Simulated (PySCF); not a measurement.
Species: C₂H₅NOS.
Bonds: N1–C2, C2–O3 (double), C2–C4, C4–S5. Hydrogens: H6, H7 on N1; H8, H9 on C4; H10 on S5.

The calculation used PBE0-D3(BJ)/def2-SVP geometry optimisation, gas phase in PySCF 2.14.0.

Q: List the bond lengths, angles and torsions at this level.

A: 
```tsv
bond	length (Å)	order
N1–C2	1.350	single
C2=O3	1.213	double
C2–C4	1.527	single
C4–S5	1.816	single
N1–H6, N1–H7	1.012	single
C4–H8, C4–H9	1.100	single
S5–H10	1.351	single
```

Bonds in one row agree within 0.01 Å and their mean is given. Orders are formal, as drawn. A selection of angles:
```tsv
angle	degrees
C2–N1–H6	118.6
H6–N1–H7	120.9
N1–C2–O3	124.5
N1–C2–C4	116.0
O3–C2–C4	119.6
C2–C4–S5	118.2
C2–C4–H8	107.3
S5–C4–H8	111.4
S5–C4–H9	105.4
H8–C4–H9	106.4
C4–S5–H10	96.6
```

Dihedral angles: N1–C2–C4–S5 -21° (synperiplanar); H10–S5–C4–C2 -71° (synclinal). The mirror-image conformer, all signs reversed, is as good.

N1 (amide nitrogen) is planar (angles 120.9°, 120.3° and 118.6°, sum 359.9°, 0.02 Å off the plane of its three neighbours). Of the pairs four or more bonds apart, S5···H7 is among the closest relative to their van der Waals radii: 2.53 Å, 84 % of the sum of Bondi's values.

Point group: C1 (no symmetry element, even within 0.4 Å). Stationary, but not proved a minimum. One conformer, not necessarily the lowest (N1–C2–C4–S5 -21°, C2–C4–S5–H -71°).
